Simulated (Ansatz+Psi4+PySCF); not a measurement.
```xyz
3

N     0.0000    0.0074   -0.0060
H     0.0000    0.8513    0.6194
O     0.0000   -0.9806    0.7112
```

Basis set: cc-pVTZ (spherical functions). Frozen core: 2 orbitals. Charge 0, multiplicity 1.

Computed with Ansatz (development build ahead of 0.2.0) and Psi4 1.11; each method stands on the lowest determinant of its kind that the runs found. Restricted open shells among the atoms or ions are ROHF, correlated in semicanonical orbitals with singles.

The vertical ionization energy (product with multiplicity 2 at the same shape, open shells in the same class of orbitals) of singlet HNO:

| method | ionization energy |
| --- | --- |
| RHF | 10.02 eV |

What does RHF-MP2 give?

10.95 eV. Caution: unrestricted orbitals would lower the determinant.
